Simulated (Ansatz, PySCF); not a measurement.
Bond stretch in CH₅N, SMILES CN. The C1–N5 bond (C1 also carries H, H, H; N5 carries H, H) is pulled apart rigidly from the PBE0/def2-TZVP optimised geometry.

Methods: RKS-r2SCAN = restricted r2SCAN/cc-pVDZ (PySCF); RKS-PBE = restricted PBE/cc-pVDZ in Ansatz (an electronic-structure program); UCCSD(T) = PySCF 2.14.0 with CCSD(T) on UHF/cc-pVDZ, 2 core orbitals frozen.

Energies relative to the lowest point of each curve near equilibrium, in kcal/mol:

```json
[
 {"R / Å": "1.32", "RKS-r2SCAN": "9.8", "RKS-PBE": "10.3"},
 {"R / Å": "1.45", "RKS-r2SCAN": "0.0", "RKS-PBE": "0.0"},
 {"R / Å": "1.49", "RKS-r2SCAN": "0.3", "RKS-PBE": "0.1"},
 {"R / Å": "1.59", "RKS-r2SCAN": "5.3", "RKS-PBE": "4.6"},
 {"R / Å": "1.78", "RKS-r2SCAN": "23.1", "RKS-PBE": "21.5"},
 {"R / Å": "2.19", "RKS-r2SCAN": "66.6", "RKS-PBE": "63.1"},
 {"R / Å": "2.40", "RKS-r2SCAN": "84.8", "RKS-PBE": "80.2"},
 {"R / Å": "2.59", "RKS-r2SCAN": "98.1", "RKS-PBE": "92.7"},
 {"R / Å": "2.87", "RKS-r2SCAN": "113.1", "RKS-PBE": "106.6"},
 {"R / Å": "3.55", "RKS-r2SCAN": "133.5", "RKS-PBE": "125.4"},
 {"R / Å": "4.34", "RKS-r2SCAN": "142.7", "RKS-PBE": "134.1"},
 {"R / Å": "5.15", "RKS-r2SCAN": "145.6", "RKS-PBE": "137.0"}
]
```

### Question
Estimate the UCCSD(T) values at these points.

### Answer
1.32: 11.1; 1.45: 0.0; 1.49: 0.1; 1.59: 4.6; 1.78: 22.2; 2.19: 65.2; 2.40: 81.6; 2.59: 89.6; 2.87: 93.5; 3.55: 94.9; 4.34: 95.2; 5.15: 95.3 (kcal/mol).

The restricted form behind RKS-r2SCAN, RKS-PBE keeps the bonding electrons paired and can't separate into open-shell fragments. The unrestricted determinant behind UCCSD(T) is spin-contaminated at 1.95 to 5.15 Å (<S²> up to 1.0, against 0.00 for a pure singlet).
